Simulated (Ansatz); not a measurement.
Rock-salt SnTe (cubic form, which distorts at low temperature): PBE at its full settings (plane-wave cutoff 520 eV, 10×10×10 k mesh, Fermi–Dirac smearing 0.01 eV, scalar-relativistic PAW data made under PBE) and at cheaper ones, in a cell of 2 atoms with Γ-centred meshes.

```
level and setting                              lattice parameter a (Å)  bulk modulus B0 (GPa)
---------------------------------------------  -----------------------  ---------------------
PBE (Ansatz)                                                     6.410                   40.0
PBE (2×2×2 k mesh) (Ansatz)                                      6.805                   31.1
PBE (6×6×6 k mesh) (Ansatz)                                      6.413                   38.6
PBE (Fermi-Dirac smearing of 0.3 eV) (Ansatz)                    6.405                   39.7
```

Largest shifts from the full settings: lattice constant a +6.16 % (PBE (2×2×2 k mesh)), against a difference of +1.49 % of the full result from the reference 6.316 Å (measured, room temperature, not corrected to a static lattice; as tabulated in Maiti et al. (2022), arXiv:2109.01420); bulk modulus -22 % (PBE (2×2×2 k mesh)), against a difference of +5.8 % of the full result from the reference 37.8 GPa (measured, temperature not stated, no zero-point or thermal correction; as tabulated in Toher et al. (2017), arXiv:1611.05714).

The full settings aren't shown to be converged themselves.

Caveats: symmetry holds this phase in the static calculation, where it need not be a minimum (PBE, PBE (2×2×2 k mesh), PBE (6×6×6 k mesh), PBE (Fermi-Dirac smearing of 0.3 eV)). Ansatz's density-functional and Hartree–Fock values are scalar-relativistic unless marked +SOC, with PAW data made under PBE.

Run with cheap settings on purpose, which may leave them unconverged: PBE (2×2×2 k mesh), PBE (6×6×6 k mesh), PBE (Fermi-Dirac smearing of 0.3 eV).

Ansatz is an electronic-structure program.
